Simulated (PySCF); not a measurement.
## Where the electron goes

Compound: C₂H₆O₃S.
Geometry (PBE0-D3(BJ)/def2-TZVP, Å), atoms numbered from 1 in this order:
```
atom  x, y, z in Å
C1    -1.7273    0.0646   -0.2610
O2    -1.2731    0.5285    1.0109
S3     0.0045   -0.1682    1.7163
O4     0.0626   -1.5378    1.2402
O5     1.2307    0.6295    1.0280
C6     1.7243    0.2167   -0.2468
H7    -1.5318   -1.0024   -0.3726
H8    -1.2379    0.6230   -1.0615
H9    -2.7997    0.2504   -0.2891
H10    1.6186   -0.8619   -0.3684
H11    1.1918    0.7400   -1.0435
H12    2.7775    0.4912   -0.2702
```

Theory: TDDFT CAM-B3LYP/aug-cc-pVTZ, vertical, gas phase, core orbitals frozen in the response in PySCF 2.14.0, density-fitted response routines. Geometry: PBE0-D3(BJ)/def2-TZVP, one conformer, isolated molecule.

Kohn–Sham orbitals with the atoms that hold most of them (Löwdin shares over 4%, at most four atoms; ? is withheld):

```tsv
orbital	ε (eV)	atoms
LUMO+2	0.83	C6 16%, C1 16%, H7 14%, H10 14%
LUMO+1	0.53	H12 32%, H9 32%, C1 8%, C6 8%
LUMO	?	H8 19%, H11 18%, H12 15%, H9 15%
HOMO	-9.55	?
HOMO-1	-10.08	?
HOMO-2	-10.75	O4 34%, O2 19%, O5 19%, S3 9%
HOMO-3	-11.17	O2 22%, O5 22%, C6 12%, C1 12%
```

(1) Give the leading atoms of the HOMO.

(2) Which atoms hold the HOMO-1, and with what shares?

(3) What is the LUMO energy, and the HOMO–LUMO gap?

Answers

(1) O4 (bonded to S) 40%; S3 (bonded to 3 O) 34%; O2 (bonded to C and S) 9%; O5 (bonded to C and S) 9%. By element: oxygen 58%, sulfur 34%.

(2) O5 (bonded to C and S) 28%; O2 (bonded to C and S) 27%; O4 (bonded to S) 13%; C1 (bonded to O and 3 H) 8%. By element: oxygen 68%, carbon 8% or more.

(3) ε(LUMO) = 0.15 eV; the gap is 9.70 eV (0.3566 hartree).

The HOMO–LUMO gap is 9.70 eV. Where does the response calculation put the lowest singlet, and from which orbitals?

S1 is at 7.16 eV (f = 0.051), 2.55 eV below the gap, made of HOMO→LUMO+4 (54%), HOMO→LUMO+8 (27%). 

One configuration dominates each of S3 and S8. Which, and how do the shares of the two leading atoms of either orbital change from the occupied to the empty one?

- S3 (7.74 eV, f 0.037), HOMO-1→LUMO (73%): O5 28% → at most 16%, O2 27% → at most 16%, H8 at most 8% → 19%, H11 at most 8% → 18%
- S8 (8.21 eV, f 0.0078), HOMO→LUMO+1 (83%): O4 40% → at most 8%, S3 34% → at most 8%, H12 at most 9% → 32%, H9 at most 9% → 32%

Löwdin shares depend on the basis, the more so with diffuse functions.
